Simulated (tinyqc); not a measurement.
Inside a calculation. Method: Born-Oppenheimer dynamics on the UHF/sto-3g surface (energies and gradients from PySCF), for OH+, spin multiplicity 3. Computed by tinyqc, a small Python program that keeps every step (integrals from PySCF). Settings: charge = 1, multiplicity = 3, basis = sto-3g, time step (fs) = 0.5, steps = 16. Command: `OMP_NUM_THREADS=1 python tinyqc.py 22561 22562 out.jsonl` (the two numbers bound the seeds that draw the settings). One thread of a shared host (Intel(R) Xeon(R) Processor @ 2.60GHz), about 1 s of CPU time with the checks.

positions (bohr):
```
,x,y,z
1O,0.0000,0.0000,0.0000
2H,0.0000,0.0000,1.9332
```

The total energy should stay constant up to terms of order dt^2; the step counts as short enough if it moves by less than 2 % of the largest kinetic energy.

Trajectory:
```
time (fs),1O-2H (angstrom),potential (hartree),kinetic (hartree),total (hartree)
0.0000,1.0230,-74.045806,0.005193,-74.040612
0.5000,1.0164,-74.045028,0.004447,-74.040581
1.0000,1.0189,-74.045341,0.004747,-74.040594
1.5000,1.0303,-74.046554,0.005913,-74.040641
2.0000,1.0488,-74.047960,0.007272,-74.040688
2.5000,1.0719,-74.048830,0.008120,-74.040710
3.0000,1.0968,-74.048802,0.008100,-74.040702
3.5000,1.1207,-74.047955,0.007278,-74.040678
4.0000,1.1417,-74.046648,0.005998,-74.040649
4.5000,1.1579,-74.045313,0.004688,-74.040625
5.0000,1.1683,-74.044326,0.003715,-74.040610
5.5000,1.1723,-74.043927,0.003323,-74.040605
6.0000,1.1695,-74.044210,0.003602,-74.040609
6.5000,1.1602,-74.045109,0.004487,-74.040622
7.0000,1.1449,-74.046407,0.005763,-74.040644
7.5000,1.1246,-74.047750,0.007078,-74.040673
8.0000,1.1010,-74.048707,0.008008,-74.040699
```

Is the time step short enough?

Yes. The total energy moves within 1.3e-04 hartree, under 2 % of the largest kinetic energy.
